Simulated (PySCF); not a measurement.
Propargyl chloride, C3H3Cl.
Numbering: `[CH:1]#[C:2][CH2:3][Cl:4]` (hydrogens: H5 on C1; H6, H7 on C3)

Structure used (GFN2-xTB), in Å, numbered top down from 1:
```
atom  x, y, z in Å
C1     1.6542   -0.4729    0.1718
C2     0.4872   -0.2412    0.0396
C3    -0.9034    0.0954   -0.1114
Cl4   -1.1244    1.8844   -0.0163
H5     2.6716   -0.7013    0.2848
H6    -1.2806   -0.2189   -1.0857
H7    -1.5013   -0.3405    0.6902
```

The closed-shell SCF was solved with PySCF and density fitting under several settings on one GFN2-xTB geometry (grid level 2 and gas phase unless stated).

```tsv
settings	basis functions	SCF cycles	E (Eh)	HOMO (eV)	LUMO (eV)	dipole (D)
PBE0/pcSseg-1	90	14	-575.9141	-8.24	-0.43	1.83
B3LYP/def2-SVPD	111	13	-576.0424	-8.03	-0.84	1.75
HSE06/def2-SVP, IEF-PCM water, grid level 1	75	9	-575.7504	-7.67	-0.48	2.10
```

**Question.** Estimate the row for these settings: HCTH407/6-31G*, damping 0.1 at the start, DIIS from the seventh cycle.

**Answer.** 
```json
{"settings": "HCTH407/6-31G*, damping 0.1 at the start, DIIS from the seventh cycle", "basis functions": "66", "SCF cycles": "19", "E (Eh)": "-576.2741", "HOMO (eV)": "-6.83", "LUMO (eV)": "-1.34", "dipole (D)": "1.87"}
```

**Question.** Over all rows, what range does the HOMO–LUMO gap span?

**Answer.** From 5.49 eV (HCTH407/6-31G*, damping 0.1 at the start, DIIS from the seventh cycle) to 7.81 eV (PBE0/pcSseg-1). The functional of the narrowest has no exact exchange, that of the widest 25 % exact exchange.

**Question.** And the dipole moment?

**Answer.** From 1.75 D (B3LYP/def2-SVPD) to 2.10 D (HSE06/def2-SVP, IEF-PCM water, grid level 1); the largest is 1.20 times the smallest, and the median is 1.85 D.

Cycle counts include a coarse-grid stage where the run had one. All basis functions are spherical, in the Pople sets too. Geometry: GFN2-xTB; no vibrations or thermal averaging.
